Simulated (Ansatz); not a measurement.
SbSI (Pnma, No. 62) was calculated with HSE06 (Ansatz, a program for electronic structure, PAW).

Settings: plane-wave cutoff 500 eV, 4×6×2 k mesh (along the axes of the cell as run), gaussian smearing 0.02 eV, scalar-relativistic PAW data made under PBE.

Cell (relaxed with PBEsol):

```
CELL_PARAMETERS angstrom
      8.45616     0.00000     0.00000
      0.00000     4.03519     0.00000
      0.00000     0.00000    10.19234
ATOMIC_POSITIONS crystal
  Sb 0.62025 0.75000 0.37505
  Sb 0.37975 0.25000 0.62495
  Sb 0.87975 0.25000 0.87505
  Sb 0.12025 0.75000 0.12495
  S  0.84135 0.75000 0.04443
  S  0.15865 0.25000 0.95557
  S  0.65865 0.25000 0.54443
  S  0.34135 0.75000 0.45557
  I  0.01724 0.75000 0.67348
  I  0.98276 0.25000 0.32652
  I  0.48276 0.25000 0.17348
  I  0.51724 0.75000 0.82652
```

### Question
What does this level give for the band gap?

### Answer

- band gap: 2.26 eV (on the SCF k mesh)

Measured, for comparison: band gap 1.88 eV (temperature not stated, not corrected to a static lattice, indirect; as tabulated in Butler et al. (2014), arXiv:1412.6929).

Note: the cell comes from a level without a dispersion term, which matters for the spacing of layers, chains or molecules; cell and atoms aren't relaxed at this level (pressure 0.9 GPa).

Spin–orbit coupling is not included.
